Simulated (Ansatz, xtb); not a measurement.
# Relative energy of two isomers of C3H6Cl

We compare X, `C[C](C)Cl`, a doublet, with Y, `CC[CH]Cl`, a doublet. Both are isolated molecules in the gas phase, relaxed with B3LYP-D3(BJ)/def2-SVP; each stands in its lowest conformer found.

Energies in hartree; the thermal terms are from B3LYP-D3(BJ)/def2-SVP harmonic frequencies (ideal gas, rigid rotor, one conformer each, 1000 K, 1 atm) and include the zero-point energy:

|  | X | Y |
| --- | --- | --- |
| E, CCSD(T)/def2-SVP | −576.941526 | −576.934255 |
| E, MP2/def2-SVP | −576.870383 | −576.862807 |
| E, MP2/def2-TZVPP | −577.302923 | −577.296155 |
| zero-point energy | 0.079910 | 0.080519 |
| H(1000 K) − E | 0.122618 | 0.123033 |
| G(1000 K) − E | −0.056688 | −0.055690 |

Q: Correct the CCSD(T) difference for the basis set by the MP2 change, then work out ΔE, ΔE₀, ΔH and ΔG for X → Y in kcal/mol (1 Eh = 627.51 kcal/mol) and the equilibrium ratio [Y]/[X].

A: 1. Differences Y − X: CCSD(T) +0.007271, MP2 in the small set +0.007576, MP2 in the large set +0.006768 Eh.
2. ΔE = +0.007271 + (+0.006768 − (+0.007576)) = +0.006463 Eh = +4.06 kcal/mol.
3. ΔE₀ = ΔE + ΔZPE = +0.006463 + (+0.000609) Eh = +4.44 kcal/mol.
4. ΔH = ΔE + (+0.000415) Eh = +4.32 kcal/mol.
5. ΔG = ΔE + (+0.000998) Eh = +4.68 kcal/mol, so ΔS = (ΔH − ΔG)/T = −1.5 J/(mol K).
6. kT = 3.1668 mEh, so K = [Y]/[X] = exp(−ΔG/kT) = exp(−2.36) ≈ 0.095.

Structure X is favoured at this temperature. An error of 1 kcal/mol in ΔG would change K by a factor of 1.7. Mirror images and further conformers aren't counted.

As drawn, both hold the same kinds of bond in the same numbers. Structure X has 2 methyl groups, Y 1.

Other levels gave ΔE = +5.7 (GFN2-xTB); +5.4 (HF/STO-3G, GFN2-xTB geometries); +6.0 (r2SCAN-D4/def2-SVP, GFN2-xTB geometries); +5.0 (B3LYP-D3(BJ)/def2-SVP); +4.3 (HF/def2-SVP); +4.8 (MP2/def2-SVP); +4.6 (CCSD(T)/def2-SVP) kcal/mol. Open shells are spin-unrestricted. The correlated steps freeze 8 core orbitals. Programs: Ansatz 0.2.0, xtb 6.7.1.
